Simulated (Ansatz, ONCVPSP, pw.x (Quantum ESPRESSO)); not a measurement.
What a changed setting does to a pw.x run (bcc Al)

Potential: optimised norm-conserving Vanderbilt (ONCV), ONCVPSP 4.0.1.1 (patched build), PBEsol; core [Ne], reference 3s2 3p1; waves: 3s: rc 1.95 bohr, ncon 4, nbas 8, qcut 2.6 1/bohr, 2 projectors, debl 1.3 Ha; 3p: rc 1.95 bohr, ncon 3, nbas 7, qcut 4.1 1/bohr, 2 projectors, debl 1.8 Ha; d scattering state at 0.43 Ha: rc 2.15 bohr, ncon 4, nbas 9, qcut 4.2 1/bohr, 2 projectors, debl 0.5 Ha; local part: polynomial inside 1.45 bohr (lpopt 4, dvloc0 0 Ha); core correction: Teter function fitted to the true core (icmod 2), fcfact 1.2.

The reference run (k-mesh 14³, cutoffs 95/380 Ry, Fermi–Dirac 0.01 Ry, mixing_beta 0.4, conv_thr 1e-9, no spin) gives -0.13 GPa at 16.575 Å³/atom, where all-electron LAPW gives 0.16 GPa. This run, with its own iteration cap, changes mixing_mode to TF.

```
&control
  calculation='scf', prefix='x', pseudo_dir='./', outdir='./tmp', tstress=.true., disk_io='none'
/
&system
  ibrav=0, nat=1, ntyp=1, ecutwfc=95, ecutrho=380, nbnd=8,
  occupations='smearing', smearing='fd', degauss=0.01
/
&electrons
  conv_thr=1e-09, mixing_beta=0.4, electron_maxstep=60, mixing_mode='TF'
/
ATOMIC_SPECIES
Al 1.0 Al.UPF
CELL_PARAMETERS angstrom
  -1.60619344 1.60619344 1.60619344
  1.60619344 -1.60619344 1.60619344
  1.60619344 1.60619344 -1.60619344
ATOMIC_POSITIONS crystal
Al 0.0000 0.0000 0.0000
K_POINTS automatic
14 14 14 0 0 0
```

```bash
pw.x < Al.scf.in > Al.scf.out
```

Q: How does the run end?

A: It converges in 6 iterations; the free energy moves by +0.0 meV/atom and the pressure by +0.00 GPa. The result is that of the reference run.

```
Message from routine setup:
     using ibrav=0 with symmetry is DISCOURAGED, use correct ibrav instead
     lattice parameter (alat)  =       5.2572  a.u.
     unit-cell volume          =     111.8536 (a.u.)^3
     number of electrons       =         3.00
     number of Kohn-Sham states=            8
     kinetic-energy cutoff     =      95.0000  Ry
     charge density cutoff     =     380.0000  Ry
     scf convergence threshold =      1.0E-09
     Exchange-correlation= PBESOL
     number of k points=   104  Fermi-Dirac smearing, width (Ry)=  0.0100
     iteration #  1     ecut=    95.00 Ry     beta= 0.40
     total energy              =      -6.56993371 Ry
     estimated scf accuracy    <       0.00531598 Ry
     iteration #  2     ecut=    95.00 Ry     beta= 0.40
     total energy              =      -6.56852170 Ry
     estimated scf accuracy    <       0.00270937 Ry
     iteration #  3     ecut=    95.00 Ry     beta= 0.40
     total energy              =      -6.56864048 Ry
     estimated scf accuracy    <       0.00000269 Ry
     iteration #  4     ecut=    95.00 Ry     beta= 0.40
     total energy              =      -6.56864403 Ry
     estimated scf accuracy    <       0.00000006 Ry
     iteration #  5     ecut=    95.00 Ry     beta= 0.40
     total energy              =      -6.56864405 Ry
     estimated scf accuracy    <          4.8E-09 Ry
     iteration #  6     ecut=    95.00 Ry     beta= 0.40
     the Fermi energy is     7.7968 ev
!    total energy              =      -6.56864405 Ry
     estimated scf accuracy    <          5.2E-10 Ry
     smearing contrib. (-TS)   =      -0.00173307 Ry
     The total energy is F=E-TS. E is the sum of the following terms:
     one-electron contribution =       2.93910514 Ry
     hartree contribution      =       0.00421306 Ry
     xc contribution           =      -4.11480350 Ry
     ewald contribution        =      -5.39542568 Ry
     convergence has been achieved in   6 iterations
          total   stress  (Ry/bohr**3)                   (kbar)     P=       -1.31
     Message from routine punch:
     Nothing written, as per user request (disk_io='none')
```

The run took about 32 s on one core of a shared host (Neoverse-N1, 64 threads, 124 GiB, load 49).
